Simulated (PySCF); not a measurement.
# Ethane, 1,1-difluoro- (C₂H₄F₂): geometry, NMR shifts, spin-spin couplings, electronic excitations and core binding energies, part 2 of 2

PySCF 2.14.0. Atoms count from 0. The steps go on from the part before.

### Step 7. Core-electron binding energies: SCAN, X2C

The job: settings as JSON, then the geometry in Å.

```
{"job": {"kind": "xps"}, "charge": 0, "multiplicity": 1}
C     -0.756853    -0.197984     0.017270
C      0.696945     0.171129     0.054826
F      1.411570    -0.663437    -0.736338
F      0.871518     1.428835    -0.416371
H     -1.114594    -0.152870    -1.021203
H     -0.901098    -1.216507     0.402502
H     -1.340984     0.502458     0.629272
H      1.132874     0.127271     1.069551
```

Level: delta-SCF UKS SCAN, pcX-2 on the ionised atom, pcseg-1 elsewhere, spin-free X2C.

Standard output:

```text
ground state, core basis on atom 0 (C), 107 functions
  cycle   1  E = -278.32262015  |g| = 6.25e-01
  cycle   2  E = -278.23349524  |g| = 9.71e-01
  cycle   3  E = -278.38920650  |g| = 9.01e-02
  cycle   4  E = -278.39065617  |g| = 3.39e-02
  cycle   5  E = -278.39090720  |g| = 3.43e-03
  cycle   6  E = -278.39090965  |g| = 1.57e-03
  cycle   7  E = -278.39090957  |g| = 4.54e-04
  E(ground) = -278.38643663 Eh
hole in C 1s of atom 0
  cycle   1  E = -267.13305910  |g| = 1.50e+00
  cycle   2  E = -266.62698176  |g| = 1.72e+00
  cycle   3  E = -267.62958133  |g| = 3.68e-01
  cycle   4  E = -267.65822375  |g| = 2.42e-01
  cycle   5  E = -267.67613522  |g| = 3.68e-02
  cycle   6  E = -267.67652403  |g| = 9.62e-03
  cycle   7  E = -267.67656383  |g| = 4.34e-03
  cycle   8  E = -267.67657428  |g| = 9.57e-04
  cycle   9  E = -267.67657504  |g| = 7.72e-04
  cycle  10  E = -267.67657631  |g| = 4.48e-04
  E(ion) = -267.67231273 Eh   <S^2> = 0.7667   hole on atom = 1.000   binding energy = 291.546 eV
ground state, core basis on atom 1 (C), 107 functions
  cycle   1  E = -278.39853329  |g| = 5.96e-02
  cycle   2  E = -278.39848819  |g| = 2.67e-02
  cycle   3  E = -278.39849709  |g| = 2.68e-02
  cycle   4  E = -278.39862912  |g| = 3.59e-03
  cycle   5  E = -278.39863155  |g| = 6.24e-04
  cycle   6  E = -278.39863325  |g| = 4.73e-05
  E(ground) = -278.39398232 Eh
hole in C 1s of atom 1
  cycle   1  E = -266.99414224  |g| = 1.50e+00
  cycle   2  E = -265.92107696  |g| = 2.19e+00
  cycle   3  E = -267.44135035  |g| = 5.10e-01
  cycle   4  E = -267.50517907  |g| = 2.47e-01
  cycle   5  E = -267.52425127  |g| = 4.36e-02
  cycle   6  E = -267.52492277  |g| = 1.48e-02
  cycle   7  E = -267.52503337  |g| = 4.90e-03
  cycle   8  E = -267.52504989  |g| = 1.54e-03
  cycle   9  E = -267.52505270  |g| = 1.25e-03
  cycle  10  E = -267.52505232  |g| = 7.63e-04
  cycle  11  E = -267.52505316  |g| = 6.11e-05
  E(ion) = -267.52237139 Eh   <S^2> = 0.7717   hole on atom = 1.000   binding energy = 295.832 eV
ground state, core basis on atom 2 (F), 107 functions
  cycle   1  E = -278.43530070  |g| = 1.17e-01
  cycle   2  E = -278.43499210  |g| = 5.98e-02
  cycle   3  E = -278.43495214  |g| = 6.32e-02
  cycle   4  E = -278.43548382  |g| = 4.53e-03
  cycle   5  E = -278.43548980  |g| = 7.25e-04
  cycle   6  E = -278.43548897  |g| = 2.79e-04
  E(ground) = -278.43288413 Eh
hole in F 1s of atom 2
  cycle   1  E = -252.07441666  |g| = 2.58e+00
  cycle   2  E = -251.92032878  |g| = 2.20e+00
  cycle   3  E = -252.86889721  |g| = 5.12e-01
  cycle   4  E = -252.89076292  |g| = 4.34e-01
  cycle   5  E = -252.95190017  |g| = 4.36e-02
  cycle   6  E = -252.95241193  |g| = 2.18e-02
  cycle   7  E = -252.95264493  |g| = 3.16e-03
  cycle   8  E = -252.95264831  |g| = 8.59e-04
  cycle   9  E = -252.95264913  |g| = 2.00e-04
  E(ion) = -252.95716358 Eh   <S^2> = 0.7568   hole on atom = 1.000   binding energy = 693.230 eV
```

Wall time 20 s (1 thread, shared host).

Binding energies by hole, beside the orbital energy of the ground state; the difference holds orbital relaxation and, for a density functional, its self-interaction error:

| hole | stands for | environment | ΔSCF (eV) | −ε (eV) | ⟨S²⟩ |
| --- | --- | --- | --- | --- | --- |
| C1s on C0 | C0 | methyl carbon | 291.55 | 274.0 | 0.767 |
| C1s on C1 | C1 | sp3 CH bonded to 2 F | 295.83 | 278.0 | 0.772 |
| F1s on F2 | F2, F3 | fluorine of a CF2 group | 693.23 | 666.9 | 0.757 |

Each hole run stands for the others of its class of like atoms.

### Step 8. Run by run: NMR shifts

Shifts (ppm), means over like atoms, with basis size and wall time:

| run | C1 | C0 | H7 | H4 | F2 | functions | time |
| --- | --- | --- | --- | --- | --- | --- | --- |
| PBE0/pcSseg-1 | 117.4 | 22.5 | 5.84 | 1.42 | -125.8 | 88 | 9.1 s |
| WP04/pcSseg-2 | 125.3 | 23.1 | 5.83 | 1.45 | -126.4 | 200 | 18 s |

### Step 9. What came out

This closing draws on all 2 parts.

| quantity | value |
| --- | --- |
| point group | Cs |
| rotational constants (main isotopes) | 9.56, 9.05, 5.22 GHz |
| 13C shifts against TMS (PBE0/pcSseg-1) | 117.4, 22.5 ppm |
| 1H shifts against TMS (PBE0/pcSseg-1, means over atoms taken as alike) | 5.84, 1.42 ppm |
| 19F shifts against CFCl3 (PBE0/pcSseg-1, means over atoms taken as alike) | -125.8 ppm |
| measured, and computed on the same scale | F2 σ 306.0, 303.0 ppm |
| surface potential, 1st and 99th percentile | -0.95 V and 1.18 V |
| largest coupling of the table (B3LYP/pcJ-1) | 1J(C,F) C1–F2, -299.5 Hz |
| lowest singlet (wB97X-D/def2-SVPD) | 9.66 eV (128 nm), f = 0.018 |
| brightest single state of those computed | state 6, 11.24 eV, f = 0.134 |
| lowest triplet | 9.39 eV |
| vertical ionisation energy (ΔSCF) | 12.47 eV |
| C1s binding energies, SCAN/pcX-2 | C1 295.83, C0 291.55 eV |
| F1s binding energies, SCAN/pcX-2 | F2 693.23 eV |
| range of the shift of C1 | 117.4 to 125.3 ppm |

Relaxing lowered the energy by 0.014 eV in 3 steps; the close pair that moved most is C1–H7, from 1.093 to 1.105 Å. No frequency check was run at this level, so the end point may be a saddle. H7 (hydrogen on an sp3 CH bonded to 2 F) lies farthest downfield among hydrogen, at 5.84 ppm; its carbon carries F, an electronegative neighbour. At PBE0/pcSseg-1: The largest span, 171 ppm, is at F2, F3, where the paramagnetic term is -170 ppm. The one measured 19F shielding is missed by -3.0 ppm (computed less measured, unscaled). Vibration and temperature are missing from the calculation, so part of the miss against the measured shifts is not the functional's. Of the pairs tabulated at B3LYP/pcJ-1, C1–F2 (mean over like pairs) couples most strongly (-299.5 Hz; Fermi contact -301.8 Hz). Density functionals describe couplings to fluorine poorly, F–F couplings above all, so those rows are rough. The 5 measured couplings differ from the computed sizes by 15.6 Hz on average; vibrational averaging and surroundings are not included. The lowest singlet, at 9.66 eV, is HOMO→LUMO 0.86, HOMO→LUMO+1 0.11 and is weak; of the 10 states computed, the strongest absorption comes from state 6 at 11.24 eV. The lowest triplet lies 0.27 eV below the lowest singlet (triplets in Tamm-Dancoff, singlets in full TDDFT). ΔSCF puts the ionisation energy at 12.47 eV, 0.76 eV above −ε(HOMO). The C1s levels kept as sound span 4.29 eV, from C0 (methyl carbon) up to C1 (sp3 CH bonded to 2 F). Across the 2 runs the shift of C1 moves most, between 117.4 (PBE0/pcSseg-1) and 125.3 ppm (WP04/pcSseg-2).
